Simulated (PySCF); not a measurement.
Delta-SCF ions had no search for a lower state. Excitations are Tamm–Dancoff values on a coarser integration grid. The basis has no diffuse functions, so Rydberg states are missing or too high.

Z-matrix (Å, degrees):
```
C
C 1 1.3268
H 2 1.0825 1 121.77
H 2 1.0846 3 116.80 1 179.99
H 1 1.0872 2 118.89 3 0.00
C 1 1.4958 5 115.97 2 -180.00
H 6 1.0909 1 111.48 5 179.99
H 6 1.0939 7 108.28 1 122.38
H 6 1.0939 7 108.28 8 115.23
```
Charge 0, spin multiplicity 1.

Q: What dipole moment, total energy, vertical ionisation energy (Delta-SCF), LUMO, S1 excitation (TDA), brightest of the four lowest singlets (TDA), T1 excitation (TDA) and S1–T1 gap (TDA) does PBE-D3(BJ)/def2-TZVP // B3LYP-D3(BJ)/def2-TZVP in PySCF give?

A: 
| Property | Value |
|---|---|
| dipole moment | 0.089 e·Å |
| total energy | -117.7814 Ha |
| vertical ionisation energy (Delta-SCF) | 9.75 eV |
| LUMO | -0.61 eV |
| S1 excitation (TDA) | 7.16 eV |
| brightest of the four lowest singlets (TDA) | 7.91 eV |
| T1 excitation (TDA) | 4.54 eV |
| S1–T1 gap (TDA) | 2.61 eV |
